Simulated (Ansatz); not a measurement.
Stepwise reaction of trisilane with hydrogen sulfide, as a gas-phase model of exchange steps in deposition or etching. ΔE in kJ/mol; ΔG adds harmonic PBE0-D4 terms to CCSD(T)/CBS, at 1 bar.

Computed with Ansatz on PBE0-D4/def2-TZVP structures; ΔE is electronic, products minus reactants. CBS: MP2 limit from def2 TZ/QZ plus the TZ coupled-cluster correction, frozen cores. This one scheme is used for every species. Functionals use def2-TZVPP. B3LYP here is the variant with VWN-RPA as its local correlation; programs differ in this. One conformer a species, not always the lowest.

| step | reaction | PBE-D4 | B3LYP-D4 | ωB97M-V | CCSD(T)/CBS | ΔG(500 K) |
| --- | --- | --- | --- | --- | --- | --- |
| 1 | `[SiH3][SiH2][SiH3]` + H₂S → `[SiH3][SiH2]S` + SiH₄ | -36.4 | -45.8 | -49.9 | -46.7 | -40.8 |

Question: Give the row of step 2, `[SiH3][SiH2]S` + H₂S → `S[SiH2]S` + SiH₄. (Estimate.)

Answer: The calculation gave: 
```tsv
step	reaction	PBE-D4	B3LYP-D4	ωB97M-V	CCSD(T)/CBS	ΔG(500 K)
2	`[SiH3][SiH2]S` + H₂S → `S[SiH2]S` + SiH₄	-50.0	-57.7	-62.8	-59.2	-47.4
```

Question: By hand: ΔE of the 2 steps together at CCSD(T)/CBS.

Answer: (-46.7) + (-59.2) = -105.9 kJ/mol, or -53.0 kJ/mol a step.

In ΔE each step is lower than the one before. All are downhill at CCSD(T)/CBS. ΔG lies between -47.4 and -40.8 kJ/mol a step. PBE-D4 differs from CCSD(T)/CBS by 9.2 to 10.3 kJ/mol a step. Isolated molecules leave out the surface, adducts and barriers. Largest T1 diagnostic: 0.013.
